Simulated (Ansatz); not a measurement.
Program: Ansatz. Geometries: PBE0-D4/def2-TZVP. ΔE: electronic, gas phase. CBS: MP2 limit from def2 TZ/QZ plus the TZ coupled-cluster correction, frozen cores. This one scheme is used for every species, atoms too. DFT in def2-TZVPP. No spin–orbit coupling; open shells (•) take unrestricted orbitals. Spin–orbit coupling would lower the free atoms: a little for C. Each species was taken in one conformer, which may not be the lowest.

Consider the atomization: `CC=C=N` → 3 C• + 5 H• + N•.

```
         level  ΔE (kJ/mol)
          PBE0       3730.7
       r2SCAN0       3638.7
 HF/def2-TZVPP       2625.4
MP2/def2-QZVPP       3712.1
```

**Question.** What does CCSD(T)/CBS give? (Estimate.)

**Answer.** Ansatz gave: +3684.8 kJ/mol. The listed levels differ from it by 45.9, -46.1, -1059.4, 27.3 kJ/mol.

Largest T1 diagnostic among the species: 0.013.

Leaving LDA and LC-ωPBE aside and taking each functional with its dispersion term where it has one, the values, not all of them listed here, spread over 254.3 kJ/mol, from BHLYP-D4 to PBE-D4. LDA lies +454.2 kJ/mol from PBE without D4, its usual overbinding. From PBE to PBE0 (25 % exact exchange), in def2-TZVPP and without D4, ΔE moves by −94.5 kJ/mol: exact exchange takes away binding that semilocal exchange gives to molecules. At CCSD(T), def2-SVP lies −168.0 kJ/mol from the extrapolated value and def2-TZVPP −95.2 kJ/mol: correlation converges slowly with the basis, and small sets miss more of it in the bonded molecule than in its fragments.

For atomizations the MP2-based limit and the directly extrapolated one differ by several kJ/mol either way, and by 10 to 25 for some Ge, Se and Sn compounds, so smaller differences from it don't rank the levels.
